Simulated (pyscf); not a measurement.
InH [singlet] + silanol (HO–SiH₃) → H₃Si–O–In [singlet] + hydrogen (H₂), a four-centre exchange (singlet surface; H–In, H–O broken, In–O, H–H formed). PySCF, gas phase, ωB97X-D3(BJ)/def2-SVP geometries. Energies in kcal/mol from the separated reactants.

AM1 to PM7: differences of heats of formation from MOPAC, which are fitted to 298 K values and so differ in kind from electronic energies by zero-point and thermal terms. 

Q: Quick PM3 single points give ΔE‡ = 12.9 kcal/mol and ΔE = -39.6 kcal/mol. What does ωB97M-D3(BJ)/def2-TZVP give, and how far is the quick result from it?

A: ωB97M-D3(BJ)/def2-TZVP gives ΔE‡ = -0.8 kcal/mol and ΔE = -27.8 kcal/mol. PM3 lies 13.8 kcal/mol over it in the barrier and 11.9 kcal/mol under it in the reaction energy, so on this step it does not hold to within 3.0 kcal/mol. ωB97M-D3(BJ)/def2-TZVP has limits of its own. On the reactant side the descent ends in a bound adduct, 10.2 kcal/mol under the separated species and 6.7 kcal/mol under the saddle at ωB97X-D3(BJ)/def2-TZVP. At ωB97M-D3(BJ) the saddle lies under the separated reactants, which points to a path from their complex (located at ωB97X-D3(BJ) alone). At the saddle there is also a short H–In contact that neither side keeps. At ωB97X-D3(BJ)/def2-TZVP the barrier from the zero used here is -3.6 kcal/mol. One saddle was located; it need not be the lowest between these sides. In the def2 sets elements past Kr carry core potentials, without spin-orbit coupling.
